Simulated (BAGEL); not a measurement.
# [HO2]− (hydroperoxide(1-)) at RI-MP2/def2-TZVPPD (density fitting with cc-pvqz-jkfit)

Aim: the energy change on altering one bond length of [HO2]− (hydroperoxide(1-)) at RI-MP2/def2-TZVPPD (density fitting with cc-pvqz-jkfit), from 2 runs. 

The results are computed with BAGEL 1.2.2.

## 1. The structure to begin with

The species is [HO2]− (3 atoms), meant as a singlet with charge -1. As SMILES, `[O-]O`. The shape is that of a PBE0-D4/def2-TZVPD optimisation.

Bond lengths: O1–O2 1.479 Å, O2–H3 0.961 Å. Angles: O1–O2–H3 100.1°.

## 2. The energy at RI-MP2/def2-TZVPPD (density fitting with cc-pvqz-jkfit)

File mp2.json:

```json
{ "bagel" : [

{
  "title" : "molecule",
  "basis" : "def2-tzvppd.json",
  "df_basis" : "cc-pvqz-jkfit",
  "angstrom" : true,
  "geometry" : [
    { "atom" : "O", "xyz" : [   -0.357760,    1.025590,   -0.080830 ] },
    { "atom" : "O", "xyz" : [   -0.242260,   -0.445880,   -0.180750 ] },
    { "atom" : "H", "xyz" : [    0.600030,   -0.579720,    0.261570 ] }
  ]
},
{
  "title" : "hf",
  "charge" : -1
},
{
  "title" : "mp2",
  "charge" : -1,
  "ncore" : 2
}

]}
```

The basis set def2-TZVPPD is read from a file made from the Basis Set Exchange's data (not shown).

The run is started by

```bash
$ BAGEL_NUM_THREADS=1 BAGEL mp2.json > mp2.out
```

What it wrote:

```text
* using 1 threads per process

  ===============================================================
  ===============================================================

  *** Geometry ***

  { "atom" : "O", "xyz" : [     -0.676068,      1.938084,     -0.152747 ] },
  { "atom" : "O", "xyz" : [     -0.457805,     -0.842591,     -0.341568 ] },
  { "atom" : "H", "xyz" : [      1.133892,     -1.095512,      0.494296 ] },

  Number of auxiliary basis functions:      263

  Since a DF basis is specified, we compute 2- and 3-index integrals:
    o Being stored without compression. Storage requirement is 0.020 GB

  Number of basis functions:       97
  Number of electrons      :       17

    * METHOD: MOLECULE                             0.06

  *** RHF ***

  === Nuclear Repulsion ===
    29.5270672001

      * DIIS with orbital gradients will be used.

  === RHF iteration (def2-tzvppd.json) ===
      0       -149.86942746          0.03525786           0.01
      1       -150.02973013          0.02804872           0.01
      2       -150.22286500          0.00206996           0.01
      3       -150.22444917          0.00124635           0.01
      4       -150.22490053          0.00038374           0.01
      5       -150.22499326          0.00014608           0.01
      6       -150.22501020          0.00005329           0.01
      7       -150.22501299          0.00001583           0.01
      8       -150.22501309          0.00000816           0.01
      9       -150.22501313          0.00000236           0.01
     10       -150.22501314          0.00000091           0.01
     11       -150.22501314          0.00000060           0.01
     12       -150.22501314          0.00000024           0.01
     13       -150.22501314          0.00000012           0.01
     14       -150.22501314          0.00000005           0.01
     15       -150.22501314          0.00000002           0.01
     16       -150.22501314          0.00000001           0.01
    * SCF iteration converged.

    * Permanent dipole moment:
           (   -0.626439,     0.757261,    -0.256288) a.u.

    * METHOD: HF                                   0.27

  *** RHF ***

  === Nuclear Repulsion ===
    29.5270672001

      * DIIS with orbital gradients will be used.

  === RHF iteration (def2-tzvppd.json) ===
      0       -150.22501314          0.00000000           0.01
    * SCF iteration converged.

    * Permanent dipole moment:
           (   -0.626439,     0.757261,    -0.256288) a.u.

  === DF-MP2 calculation ===

    * freezing 2 orbitals
    * 3-index integral transformation done
    * assembly done

      MP2 correlation energy:   -0.5078055480      0.01

      MP2 total energy:       -150.7328186863

    * METHOD: MP2                                  0.04

  ===============================================================
```

It took 0.5 s on 1 thread of Arm Neoverse V2, shared host.

## 3. The distorted shape, same level

File job.json:

```json
{ "bagel" : [

{
  "title" : "molecule",
  "basis" : "def2-tzvppd.json",
  "df_basis" : "cc-pvqz-jkfit",
  "angstrom" : true,
  "geometry" : [
    { "atom" : "O", "xyz" : [      -0.392411,       1.467044,      -0.050853 ] },
    { "atom" : "O", "xyz" : [      -0.242260,      -0.445880,      -0.180750 ] },
    { "atom" : "H", "xyz" : [       0.600030,      -0.579720,       0.261570 ] }
  ]
},

{
  "title" : "hf",
  "charge" : -1
},

{
  "title" : "mp2",
  "charge" : -1,
  "ncore" : 2
}

]}
```

The basis set def2-TZVPPD is read from a file made from the Basis Set Exchange's data (not shown).

The run is started by

```bash
$ BAGEL_NUM_THREADS=1 BAGEL job.json > job.out
```

What it wrote:

```text
* using 1 threads per process

  ===============================================================
  ===============================================================

  *** Geometry ***

  { "atom" : "O", "xyz" : [     -0.741549,      2.772311,     -0.096098 ] },
  { "atom" : "O", "xyz" : [     -0.457805,     -0.842591,     -0.341568 ] },
  { "atom" : "H", "xyz" : [      1.133892,     -1.095512,      0.494296 ] },

  Number of auxiliary basis functions:      263

  Since a DF basis is specified, we compute 2- and 3-index integrals:
    o Being stored without compression. Storage requirement is 0.020 GB

  Number of basis functions:       97
  Number of electrons      :       17

    * METHOD: MOLECULE                             0.06

  *** RHF ***

  === Nuclear Repulsion ===
    23.8601210118

      * DIIS with orbital gradients will be used.

  === RHF iteration (def2-tzvppd.json) ===
      0       -149.86086187          0.03370468           0.01
      1       -150.03643091          0.02399028           0.01
      2       -150.17830293          0.00319010           0.01
      3       -150.18076674          0.00140898           0.01
      4       -150.18190488          0.00062090           0.01
      5       -150.18217758          0.00022372           0.01
      6       -150.18223166          0.00007477           0.01
      7       -150.18223857          0.00001775           0.01
      8       -150.18223883          0.00000930           0.01
      9       -150.18223890          0.00000523           0.01
     10       -150.18223895          0.00000330           0.01
     11       -150.18223897          0.00000260           0.01
     12       -150.18223899          0.00000194           0.01
     13       -150.18223901          0.00000066           0.01
     14       -150.18223901          0.00000023           0.01
     15       -150.18223901          0.00000009           0.01
     16       -150.18223901          0.00000004           0.01
     17       -150.18223901          0.00000002           0.01
     18       -150.18223901          0.00000001           0.01
    * SCF iteration converged.

    * Permanent dipole moment:
           (   -0.521922,    -0.031817,    -0.286762) a.u.

    * METHOD: HF                                   0.29

  *** RHF ***

  === Nuclear Repulsion ===
    23.8601210118

      * DIIS with orbital gradients will be used.

  === RHF iteration (def2-tzvppd.json) ===
      0       -150.18223901          0.00000001           0.01
    * SCF iteration converged.

    * Permanent dipole moment:
           (   -0.521922,    -0.031817,    -0.286762) a.u.

  === DF-MP2 calculation ===

    * freezing 2 orbitals
    * 3-index integral transformation done
    * assembly done

      MP2 correlation energy:   -0.5034982623      0.01

      MP2 total energy:       -150.6857372738

    * METHOD: MP2                                  0.04

  ===============================================================
```

Wall time 0.52 s (1 thread of Arm Neoverse V2, shared host).

## 4. Summary of results

At RI-MP2/def2-TZVPPD (density fitting with cc-pvqz-jkfit), 2 core orbitals frozen:

| quantity | value |
| --- | --- |
| first shape: total energy | -150.73282 Eh |
| first shape: correlation energy (2 core orbitals frozen) | -507.8 mEh |
| distorted shape: total energy | -150.68574 Eh |
| distorted shape: correlation energy (2 core orbitals frozen) | -503.5 mEh |
| energy change with the O1–O2 bond stretched from 1.479 to 1.923 Å | 1.281 eV |

What this shows: With the O1–O2 bond stretched from 1.479 to 1.923 Å the energy rises by 1.28 eV (124 kJ/mol). The first shape isn't relaxed at this level, so the change isn't measured from a minimum.
